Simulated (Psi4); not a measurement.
# C2H2F (SMILES C=[C]F): U-wB97X-D/aug-cc-pVTZ (density fitting, sweep point 11)

What is the vertical electron affinity of C2H2F at U-wB97X-D/aug-cc-pVTZ (density fitting, sweep point 11)? 

Program for the calculation: Psi4 1.11.

## 1. The system as given

The species is C2H2F (5 atoms), meant as a doublet with charge 0. SMILES: `C=[C]F`. The coordinates come from a PBE0-D4/def2-TZVP relaxation.

Bond lengths: C1–C2 1.309 Å, C2–F3 1.302 Å, C1–H4 1.087 Å, C1–H5 1.080 Å. Angles: C1–C2–F3 130.3°, C2–C1–H4 120.7°, C2–C1–H5 119.9°, H4–C1–H5 119.4°.

## 2. A single-point energy at U-wB97X-D/aug-cc-pVTZ (density fitting, sweep point 11)

The input, c2h2f.py:

```python
import psi4

psi4.set_memory(1600000000)
psi4.set_num_threads(1)
psi4.set_output_file('output.dat', False)

mol = psi4.geometry("""
0 2
C      0.488200    -0.200400     0.008400
C     -0.592700     0.393700     0.447100
F     -1.725600     0.629500    -0.148900
H      0.534700    -0.590400    -1.005400
H      1.345200    -0.306200     0.657500
symmetry c1
""")

psi4.set_options({
    'basis': 'aug-cc-pVTZ',
    'reference': 'uks',
    'puream': True,
    'scf_type': 'df',
    'dft_radial_points': 99,
    'dft_spherical_points': 590,
    'maxiter': 150,
})

e_tot = psi4.energy('wb97x-d', molecule=mol)
print(f'total energy {e_tot:.8f} hartree = {e_tot * 27.211386:.5f} eV')
for k, v in sorted(psi4.core.scalar_variables().items()):
    print(f'{k:45s} {v:18.10f}')
```

The run is started by

```
$ python c2h2f.py
```

output.dat:

```text
[...]
  Running in c1 symmetry.
[...]
  Nuclear repulsion =   60.961139739115154
[...]
  Multiplicity = 2
[...]
  Nalpha       = 12
  Nbeta        = 11
[...]
    Number of basis functions: 184
[...]
   @DF-UKS iter   1:  -176.99614872234960   -5.00783e-01   3.11609e-03 ADIIS/DIIS
[...]
   @DF-UKS iter  11:  -177.15089565743017   -2.12016e-08   1.36708e-07 DIIS
[...]
   @S^2 Observed:                7.626541140E-01
[...]
    Orbital Energies [Eh]
    ---------------------
    Alpha Occupied:
       1A    -24.870372     2A    -10.403591     3A    -10.299211
       4A     -1.385402     5A     -0.887696     6A     -0.724022
       7A     -0.616522     8A     -0.598725     9A     -0.597132
      10A     -0.521294    11A     -0.366716    12A     -0.354419
    Alpha Virtual:
      13A      0.033299    14A      0.044885    15A      0.060453
      16A      0.066218    17A      0.094142    18A      0.099304
      19A      0.107007    20A      0.127380    21A      0.132897
      22A      0.145916    23A      0.172272    24A      0.190601
      25A      0.213064    26A      0.222166    27A      0.235966
[...]
  @DF-UKS Final Energy:  -177.15089565743017
   => Energetics <=
    Nuclear Repulsion Energy =             60.9611397391151542
    One-Electron Energy =                -363.0383189800616606
    Two-Electron Energy =                 140.2290579049875987
    DFT Exchange-Correlation Energy =     -15.3022463254903940
    Empirical Dispersion Energy =          -0.0005279959808498
    VV10 Nonlocal Energy =                  0.0000000000000000
    Total Energy =                       -177.1508956574301692
[...]
 Multipole Moments:
 ------------------------------------------------------------------------------------
     Multipole            Electronic (a.u.)      Nuclear  (a.u.)        Total (a.u.)
 ------------------------------------------------------------------------------------
 L = 1.  Multiply by 2.5417464519 to convert [e a0] to [Debye]
 Dipole X            :         -3.7130292            4.0554146            0.3423854
 Dipole Y            :          1.5371152           -1.7111878           -0.1740725
 Dipole Z            :          0.1325161           -0.2330006           -0.1004844
 Magnitude           :                                                    0.3970216
[...]
```

The script printed:

```text
total energy -177.15089566 hartree = -4820.52140 eV
CURRENT ENERGY                                   -177.1508956574
CURRENT REFERENCE ENERGY                         -177.1508956574
DD SOLVATION ENERGY                                 0.0000000000
DFT FUNCTIONAL TOTAL ENERGY                      -177.1503676614
DFT TOTAL ENERGY                                 -177.1508956574
DFT VV10 ENERGY                                     0.0000000000
DFT XC ENERGY                                     -15.3022463255
DISPERSION CORRECTION ENERGY                       -0.0005279960
GRID ELECTRONS ALPHA                               12.0000000027
GRID ELECTRONS BETA                                10.9999999980
GRID ELECTRONS TOTAL                               23.0000000007
NUCLEAR REPULSION ENERGY                           60.9611397391
ONE-ELECTRON ENERGY                              -363.0383189801
PCM POLARIZATION ENERGY                             0.0000000000
PE ENERGY                                           0.0000000000
SCF ITERATION ENERGY                             -177.1508956574
SCF ITERATIONS                                     11.0000000000
SCF TOTAL ENERGY                                 -177.1508956574
TWO-ELECTRON ENERGY                               140.2290579050
WB97X-D DISPERSION CORRECTION ENERGY               -0.0005279960
XC GRID RADIAL POINTS                              99.0000000000
XC GRID SPHERICAL POINTS                          590.0000000000
XC GRID TOTAL POINTS                           283520.0000000000
```

It took 39 s on 1 thread of Intel Xeon Platinum 8488C (Sapphire Rapids), shared host; peak memory 1.2 GiB.

## 3. The singlet anion at the same level

The input, calc.py:

```python
import psi4

psi4.set_memory(1600000000)
psi4.set_num_threads(1)
psi4.core.set_output_file('run.log', False)

molecule = psi4.geometry("""
-1 1
C      0.488200    -0.200400     0.008400
C     -0.592700     0.393700     0.447100
F     -1.725600     0.629500    -0.148900
H      0.534700    -0.590400    -1.005400
H      1.345200    -0.306200     0.657500
symmetry c1
""")

psi4.set_options({
    'reference': 'rks',
    'puream': True,
    'scf_type': 'df',
    'dft_radial_points': 99,
    'dft_spherical_points': 590,
})

e_tot = psi4.energy('wb97x-d/aug-cc-pVTZ')
print(f'wb97x-d/aug-cc-pVTZ energy: {e_tot:.10f} Eh')
```

The run is started by

```
$ python calc.py
```

run.log:

```text
[...]
  Running in c1 symmetry.
[...]
  Nuclear repulsion =   60.961139739115154
[...]
  Multiplicity = 1
[...]
  Nalpha       = 12
  Nbeta        = 12
[...]
    Number of basis functions: 184
[...]
   @DF-RKS iter   1:  -176.88514356750255   -3.89777e-01   3.94963e-03 ADIIS/DIIS
[...]
   @DF-RKS iter  11:  -177.17538916674420   -2.92236e-07   4.05059e-07 DIIS
[...]
    Orbital Energies [Eh]
    ---------------------
    Doubly Occupied:
       1A    -24.615570     2A    -10.099372     3A    -10.049695
       4A     -1.130610     5A     -0.626268     6A     -0.473409
       7A     -0.360433     8A     -0.350712     9A     -0.340601
      10A     -0.284396    11A     -0.115556    12A     -0.027046
[...]
  @DF-RKS Final Energy:  -177.17538916674420
   => Energetics <=
    Nuclear Repulsion Energy =             60.9611397391151542
    One-Electron Energy =                -368.8397260870406171
    Two-Electron Energy =                 146.1168183780707466
    DFT Exchange-Correlation Energy =     -15.4130932009086141
    Empirical Dispersion Energy =          -0.0005279959808498
    VV10 Nonlocal Energy =                  0.0000000000000000
    Total Energy =                       -177.1753891667441962
[...]
 Multipole Moments:
 ------------------------------------------------------------------------------------
     Multipole            Electronic (a.u.)      Nuclear  (a.u.)        Total (a.u.)
 ------------------------------------------------------------------------------------
 L = 1.  Multiply by 2.5417464519 to convert [e a0] to [Debye]
 Dipole X            :         -4.4126704            4.0554146           -0.3572559
 Dipole Y            :          1.4810852           -1.7111878           -0.2301026
 Dipole Z            :         -0.7860277           -0.2330006           -1.0190283
 Magnitude           :                                                    1.1040822
[...]
```

The script printed:

```text
wb97x-d/aug-cc-pVTZ energy: -177.1753891667 Eh
```

Wall time 27 s (1 thread of Intel Xeon Platinum 8488C (Sapphire Rapids), shared host); peak memory 1.2 GiB.

## 4. Results

At U-wB97X-D/aug-cc-pVTZ (density fitting, sweep point 11):

```
                                                            quantity          value
                                         doublet C2H2F: total energy  -177.15090 Eh
                                        doublet C2H2F: dipole moment         1.01 D
                   doublet C2H2F: HOMO energy (highest over α and β)       -9.64 eV
                    doublet C2H2F: LUMO energy (lowest over α and β)       -0.87 eV
                                    doublet C2H2F: dispersion energy   -1.39 kJ/mol
                                                 doublet C2H2F: ⟨S²⟩          0.763
                                         singlet anion: total energy  -177.17539 Eh
                                          singlet anion: HOMO energy       -0.74 eV
                                          singlet anion: LUMO energy        3.92 eV
singlet anion: HOMO–LUMO gap (to an unbound level, set by the basis)        4.66 eV
                                    singlet anion: dispersion energy   -1.39 kJ/mol
                   vertical electron affinity (to the singlet anion)       0.667 eV
```

What this shows: At fixed nuclei the extra electron is bound by 0.67 eV (64.3 kJ/mol).
